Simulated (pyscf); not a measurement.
Single points on ωB97X-D3(BJ)/def2-SVP structures (PySCF, gas phase).

Problem. For the elementary gas-phase step `[CH3][SH]` + `[ZnH]` [doublet] → `[CH3][S][Zn]` [doublet] + `[H][H]` (doublet surface; H–Zn, H–S broken, S–Zn, H–H formed), what barrier and reaction energy does ωB97M-D3(BJ)/def2-TZVP give, measured from the separated reactants?

Solution. ΔE‡ = 0.53 eV, ΔE = -0.71 eV. Zero-point energy shifts the barrier by +0.01 eV. It is a four-centre exchange, with an imaginary mode of 1307i cm⁻¹. On the reactant side the descent ends in a complex, 0.31 eV under the separated species and 0.72 eV under the saddle at ωB97X-D3(BJ)/def2-TZVP. At ωB97X-D3(BJ)/def2-TZVP the barrier from the zero used here is 0.40 eV. One saddle was located; it need not be the lowest between these sides. Elements up to Kr have no core potential and no relativistic terms here.
